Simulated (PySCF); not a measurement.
# Bonding in diethyl sulfide

Species: diethyl sulfide, C4H10S.
SMILES with atom numbers: `[CH3:1][CH2:2][S:3][CH2:4][CH3:5]` (hydrogens: H6, H7, H8 on C1; H9, H10 on C2; H11, H12 on C4; H13, H14, H15 on C5)

Structure used (PBE0-D3(BJ)/def2-SVP), in Å, numbered top down from 1:
```xyz
15
C4H10S angstrom
C     -1.985    0.276   -0.256
C     -0.865    1.190    0.203
S      0.191    0.506    1.512
C      0.974   -0.898    0.668
C      1.892   -0.522   -0.479
H     -2.614   -0.030    0.592
H     -2.622    0.785   -0.997
H     -1.596   -0.637   -0.732
H     -1.272    2.109    0.654
H     -0.237    1.513   -0.643
H      1.538   -1.399    1.470
H      0.199   -1.612    0.345
H      2.381   -1.418   -0.895
H      1.341   -0.039   -1.300
H      2.674    0.176   -0.143
```

Bond orders from the PBE0/pcSseg-1 density (PySCF). One conformer (not necessarily the lowest) at the PBE0-D3(BJ)/def2-SVP geometry, without solvent, vibrations or thermal averaging.

**Question.** How far do the computed orders between heavy atoms stray from the drawn ones?

**Answer.** The largest departure is 0.019, at C1–C2 (drawn single, 1.019) and C4–C5 (drawn single, 1.019).

**Question.** Set the Mayer orders of the bonds beside their lengths.

**Answer.** 
```
  bond  drawn as  length (Å)  Mayer order
 C1–C2    single       1.517        1.019
 C2–S3    single       1.815        1.010
 S3–C4    single       1.815        1.010
 C4–C5    single       1.517        1.019
 C1–H6    single       1.100        0.964
 C1–H7    single       1.102        0.959
 C1–H8    single       1.101        0.963
 C2–H9    single       1.101        0.947
C2–H10    single       1.102        0.933
C4–H11    single       1.101        0.947
C4–H12    single       1.102        0.933
C5–H13    single       1.102        0.959
C5–H14    single       1.101        0.963
C5–H15    single       1.100        0.964
```

**Question.** Sum the orders of all bonds at each heavy atom with more than one neighbour and set the sums beside the valence in the SMILES.

**Answer.** C1 3.905 (drawn 4), C2 3.909 (drawn 4), S3 2.020 (drawn 2), C4 3.909 (drawn 4), C5 3.905 (drawn 4). Orders between atoms that aren't bonded are not in these sums.

The Mayer order sums products of elements of PS (density times overlap matrix) between the two atoms' basis functions, so it depends on the basis set.
